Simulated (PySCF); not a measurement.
Species: BH (singlet state).
Cartesian coordinates in Å at the PBE0-D3(BJ)/def2-SVP level; atoms count from 1:
```xyz
2
BH angstrom
B      0.6237   -0.0007   -0.0011
H     -0.6286    0.0072   -0.0105
```

Level of theory: PySCF, PBE0-D3(BJ)/def2-SVP geometry optimisation, gas phase.

Take the most abundant isotopes and a rigid rotor. 

**Question.** What are the moment of inertia and the rotational constant?

**Answer.** I = 1.448 u·Å², B = 505379 MHz·u·Å²/I = 348979 MHz (11.6407 cm⁻¹, or 16.748 K as hB/k). For two atoms I = μr² with μ = 0.9233 u and r = 1.2524 Å.

**Question.** List the first levels of a rigid rotor in a Σ state.

**Answer.** E(J) = BJ(J+1): J = 1: 23.281, J = 2: 69.844, J = 3: 139.688, J = 4: 232.813, J = 5: 349.220, J = 6: 488.908 cm⁻¹.

**Question.** Where do the first rotational lines fall?

**Answer.** The dipole is 1.60 D; J+1 ← J lies at 2B(J+1): 1 ← 0 at 697.96 GHz, 2 ← 1 at 1395.91 GHz, 3 ← 2 at 2093.87 GHz, 4 ← 3 at 2791.83 GHz, 5 ← 4 at 3489.79 GHz, 6 ← 5 at 4187.74 GHz.

Whether it is a minimum is left open (no frequencies). Constants of a rigid frame at the computed geometry: no zero-point averaging, no centrifugal distortion.
